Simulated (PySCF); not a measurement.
Gas-phase reaction: B2H6 + 2 HF ⇌ 2 BH2F + 2 H2

Energies from PySCF, thermal terms from the rigid-rotor harmonic-oscillator model, ideal gas at 1 bar. † marks an energy on the PBE0/def2-TZVP geometry and frequencies; other levels use their own. MP2 and CCSD(T) freeze the core. All species are closed-shell singlets. BH2F: computed as isolated molecules; such fragments, hydroxides, amides, oligomers or adducts are transient or little studied in the gas. MP2 isn't extrapolated to the basis-set limit; its ΔH°(298 K) is -156.0 kJ in def2-SVP and -111.7 kJ in def2-TZVPP. CCSD(T) isn't extrapolated to the basis-set limit; its ΔH°(298 K) is -155.4 kJ in def2-SVP and -114.5 kJ in def2-TZVPP. The harmonic model lacks anharmonicity and excited electronic states, which grow with temperature; levels with a mode under 35 cm⁻¹ are left out.

```csv
level,"ΔE electronic, kJ","ΔH°(298 K), kJ","ΔS°(298 K), J/K","ΔG°(2000 K), kJ"
CCSD(T)/def2-TZVPP†,-79,-115,126,-379
MP2/def2-SVP†,-121,-156,126,-421
PBE/def2-SVP,-120,-152,125,-410
PBE0/def2-QZVP†,-48,-83,126,-348
PBE0/def2-TZVP,-63,-98,126,-363
r2SCAN/def2-TZVP†,-86,-121,126,-385
LDA/def2-TZVP†,-19,-54,126,-319
ωB97M-V/def2-TZVP†,-93,-128,126,-393
ωB97X-V/def2-TZVP†,-92,-127,126,-392
```
ΔH° is lowest at MP2/def2-SVP† and highest at LDA/def2-TZVP†. No reference value is set beside these.
